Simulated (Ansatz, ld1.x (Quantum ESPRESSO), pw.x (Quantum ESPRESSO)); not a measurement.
What a changed setting does to a pw.x run (bcc Mg)

Potential: norm-conserving Troullier–Martins (Kleinman–Bylander form), ld1.x (Quantum ESPRESSO) 7.5, PBEsol; core [Ne], reference 3s2 3p0; waves: 3s (bound): rc 2.80 bohr; 3p (bound, empty): rc 2.35 bohr; 3d channel at -0.05 Ry: rc 2.85 bohr; local part: the d channel; core correction: Bessel-smoothed model core inside 1.45 bohr.

The reference run (k-mesh 13³, cutoffs 50/200 Ry, Fermi–Dirac 0.01 Ry, mixing_beta 0.4, conv_thr 1e-9, no spin) gives -0.26 GPa at 22.446 Å³/atom, where all-electron LAPW gives 0.16 GPa. This run, with its own iteration cap, changes startingwfc to random.

```
&control
  calculation='scf', prefix='x', pseudo_dir='./', outdir='./tmp', tstress=.true., disk_io='none'
/
&system
  ibrav=0, nat=1, ntyp=1, ecutwfc=50, ecutrho=200, nbnd=8,
  occupations='smearing', smearing='fd', degauss=0.01
/
&electrons
  conv_thr=1e-09, mixing_beta=0.4, electron_maxstep=60, startingwfc='random'
/
ATOMIC_SPECIES
Mg 1.0 Mg.UPF
CELL_PARAMETERS angstrom
  -1.77702276 1.77702276 1.77702276
  1.77702276 -1.77702276 1.77702276
  1.77702276 1.77702276 -1.77702276
ATOMIC_POSITIONS crystal
Mg 0.0000 0.0000 0.0000
K_POINTS automatic
13 13 13 0 0 0
```

```bash
pw.x < Mg.scf.in > Mg.scf.out
```

How does the run end?

It converges in 6 iterations; the free energy moves by +0.0 meV/atom and the pressure by +0.00 GPa. The result is that of the reference run.

```
Message from routine setup:
     using ibrav=0 with symmetry is DISCOURAGED, use correct ibrav instead
     lattice parameter (alat)  =       5.8164  a.u.
     unit-cell volume          =     151.4731 (a.u.)^3
     number of electrons       =         2.00
     number of Kohn-Sham states=            8
     kinetic-energy cutoff     =      50.0000  Ry
     charge density cutoff     =     200.0000  Ry
     scf convergence threshold =      1.0E-09
     Exchange-correlation= PBESOL
     number of k points=    84  Fermi-Dirac smearing, width (Ry)=  0.0100
     iteration #  1     ecut=    50.00 Ry     beta= 0.40
     total energy              =      -6.56047912 Ry
     estimated scf accuracy    <       0.00429053 Ry
     iteration #  2     ecut=    50.00 Ry     beta= 0.40
     total energy              =      -6.55987900 Ry
     estimated scf accuracy    <       0.00142683 Ry
     iteration #  3     ecut=    50.00 Ry     beta= 0.40
     total energy              =      -6.55991934 Ry
     estimated scf accuracy    <       0.00000011 Ry
     iteration #  4     ecut=    50.00 Ry     beta= 0.40
     total energy              =      -6.55992015 Ry
     estimated scf accuracy    <       0.00000019 Ry
     iteration #  5     ecut=    50.00 Ry     beta= 0.40
     total energy              =      -6.55992012 Ry
     estimated scf accuracy    <       0.00000006 Ry
     iteration #  6     ecut=    50.00 Ry     beta= 0.40
     the Fermi energy is     3.7240 ev
!    total energy              =      -6.55992013 Ry
     estimated scf accuracy    <          3.3E-10 Ry
     smearing contrib. (-TS)   =      -0.00214624 Ry
     The total energy is F=E-TS. E is the sum of the following terms:
     one-electron contribution =       1.33226033 Ry
     hartree contribution      =       0.00371114 Ry
     xc contribution           =      -5.72630049 Ry
     ewald contribution        =      -2.16744486 Ry
     convergence has been achieved in   6 iterations
          total   stress  (Ry/bohr**3)                   (kbar)     P=       -2.55
     Message from routine punch:
     Nothing written, as per user request (disk_io='none')
```

The run took about 5.9 s on one core of a shared host (Neoverse-V2, 96 threads, 371 GiB, load 34).
